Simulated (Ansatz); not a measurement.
## AlGe, quartet in cc-pVDZ: errors against full CI

Geometry: a point of a stretch scan, not a stationary point.

```xyz
2

Ge    0.0000    0.0000    0.0000
Al    0.0000    0.0000    4.5940
```

Basis cc-pVDZ; Ansatz 0.2.0. Only valence electrons are correlated (noble-gas cores and the filled d shells of p-block atoms frozen), which leaves 7 electrons in 26 orbitals. R marks a restricted (for open shells ROHF) determinant, U an unrestricted one. Active spaces: pair = (5e, 5o) about the gap; valence = (7e, 8o) chosen from the atoms' valence shells. No spin–orbit coupling is included, and no scalar relativity.

Full CI is exact within this basis and frozen core; it isn't the basis-set limit. The frozen core follows each run's orbitals, which can shift R against U totals by a few meV for light atoms and by up to 0.1 eV past Ca.

For open shells CISD is restricted-active-space CI with the open shells as a complete middle space.

- UHF ⟨S²⟩: 3.773
- T1 diagnostic (RCCSD): 0.0241
- largest doubles amplitude (RCCSD): 0.105

```json
{"level": "RHF", "E − E(full CI) (kJ/mol)": "302.5", "share of correlation (%)": "0.00", "wall time": "–"}
{"level": "RMP2", "E − E(full CI) (kJ/mol)": "96.4", "share of correlation (%)": "68.14", "wall time": "–"}
{"level": "CISD", "E − E(full CI) (kJ/mol)": "28.5", "share of correlation (%)": "90.59", "wall time": "5.5 s"}
{"level": "RCCSD", "E − E(full CI) (kJ/mol)": "12.4", "share of correlation (%)": "95.90", "wall time": "–"}
{"level": "RCCSD(T)", "E − E(full CI) (kJ/mol)": "7.3", "share of correlation (%)": "97.60", "wall time": "15 s"}
{"level": "BCCD(T)", "E − E(full CI) (kJ/mol)": "7.3", "share of correlation (%)": "97.58", "wall time": "16 s"}
{"level": "RCCSDT", "E − E(full CI) (kJ/mol)": "2.2", "share of correlation (%)": "99.28", "wall time": "–"}
{"level": "RCCSDT(Q)", "E − E(full CI) (kJ/mol)": "0.7", "share of correlation (%)": "99.78", "wall time": "35 s"}
```

The correlation energy at full CI, counted from RHF, is -3.135 eV. That run took 3.4 min on 1 thread of Arm Neoverse V1, shared host over 5,352,180 determinants.

Run but not shown, since their state, orbitals or frozen core can't be matched to the reference's or they repeat it: UHF, UMP2, UCCSD, UCCSD(T), UCCSDT, UCCSDT(Q), CASSCF (pair space), NEVPT2 (pair space), MRCISD (pair space), MRCISD+Q (pair space), CASSCF (valence space), NEVPT2 (valence space), MRCISD (valence space), MRCISD+Q (valence space).

Times hold each run's SCF and search for its determinant on a shared host, so for small cases they say little of a method's own cost; they ran on 1 thread of Arm Neoverse V1.

The full-CI state has the irrep A2 of C2v, in the program's axes (one component, if the state is degenerate).

Natural occupations of full CI about the gap: 1.928 1.886 0.883 0.883 0.797 0.224 0.145 0.145 0.010 0.009; effectively unpaired electrons, Σ n²(2−n)², 3.24.
